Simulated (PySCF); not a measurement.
Which method gave which barrier?

Saddle point of CH7ClSi, singlet (CH₅ClSi ([CH3][SiH2][Cl]) + H₂ → CH₆Si ([CH3][SiH3]) + HCl; bonds formed: Si1–H7, Cl2–H6; bonds broken: Si1–Cl2, H6–H7), PBE0-D4/def2-TZVP structure:

```xyz
10
angstrom
Si -0.1788 -0.6018 0.3146
Cl 2.0134 -0.5494 -0.9584
H -0.3057 -1.9712 -0.2140
H -0.9680 -0.6122 1.5913
C -0.7256 0.9094 -0.6040
H 1.5748 -0.4356 0.7325
H 1.0782 -0.4077 1.4685
H -0.1687 1.7770 -0.2425
H -1.7888 1.0833 -0.4177
H -0.5308 0.8082 -1.6703
```

Computed with PySCF 2.14 with density fitting (its default auxiliary sets; JK sets also for MP2 and CCSD(T)) (basis: def2-TZVPP, with def2-QZVPP for the basis limit); correlated methods freeze the cores. B3LYP uses VWN-RPA correlation. Extrapolation: Hartree–Fock as exp(−7.88 √X), correlation as X^−2.97. Four methods, as single points on the PBE0-D4 structures, gave these electronic barriers from the start structure: 46.79, 52.99, 56.25, 66.89 kcal/mol.

(1) The methods were, in alphabetical order, B3LYP-D4, HF, MP2, PBE-D4. Which gave which? (Judge from chemistry; the calculation decides.)

No T1 diagnostic of these runs exceeds 0.011.

Answers

(1) Computed: PBE-D4 46.79; B3LYP-D4 52.99; MP2 56.25; HF 66.89 kcal/mol. For comparison, CCSD(T) at an estimated basis limit (MP2 extrapolated from triple and quadruple zeta, plus CCSD(T) − MP2 in triple zeta) gives 54.87 kcal/mol.

Labels in which every atom is bracketed show which atoms are joined, not bond orders.

For scale, one of the runs: CCSD(T)/def2-TZVPP, 213 basis functions, launched by `OMP_NUM_THREADS=4 python run.py`. Time: 7.3 min of wall clock on 4 CPU threads of an Arm Neoverse V1; the host was shared. Peak host memory: 2.7 GiB.
